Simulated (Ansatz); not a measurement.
# AlH4⁺, triplet: from triple and quadruple zeta to the limit

```yaml
atoms:
  - { symbol: Al, position_ang: [-0.0599, 0.0001, -0.1328] }
  - { symbol: H, position_ang: [0.4487, 0.0018, 1.9858] }
  - { symbol: H, position_ang: [-0.3171, -0.0089, 1.9564] }
  - { symbol: H, position_ang: [0.7333, 1.3833, -0.1888] }
  - { symbol: H, position_ang: [0.7376, -1.3801, -0.1993] }
```

Ansatz 0.2.0, UHF determinant, valence electrons correlated. Energies in eV.

| set | X | functions | Hartree–Fock | MP2 correlation | CCSD(T) correlation | time |
| --- | --- | --- | --- | --- | --- | --- |
| def2-TZVPP | 3 | 98 | -6633.8576 | -2.1026 | -2.8939 | 19 s on 1 × NVIDIA H100 80GB HBM3 with 1 thread of AMD EPYC 7R13 Processor (Zen 3), on a shared host |
| def2-QZVPP | 4 | 190 | -6634.0836 | -2.2307 | -2.9965 | 21 s on 1 × NVIDIA H100 80GB HBM3 with 1 thread of AMD EPYC 7R13 Processor (Zen 3), with other jobs on the host |

Hartree–Fock is taken to follow E(X) = E∞ + A·exp(−7.88·√X), correlation E(X) = E∞ + B·X^−2.97.

Cautions: lower spins were not checked.

Work out the CCSD(T) energy at the limit, and how far the shortcut misses it that extrapolates MP2 and adds CCSD(T) minus MP2 from the smaller set.

Hartree–Fock: E∞ = E4 + 0.1377·(E4 − E3) = -6634.1147. Correlation: E∞ = E4 + 0.7407·(E4 − E3) = -3.0725 for CCSD(T) and -2.3257 for MP2. The limit is -6637.1872 eV, 0.107 eV below def2-QZVPP. The shortcut gives a correlation energy of -2.3257 + (-0.7913) = -3.1169, 44 meV lower than the direct value.

Past Ne part of the Hartree–Fock step between the two sets comes from the cores, which don't follow the formula, so the 31 meV that it adds to the total can overshoot; that part largely cancels in differences.
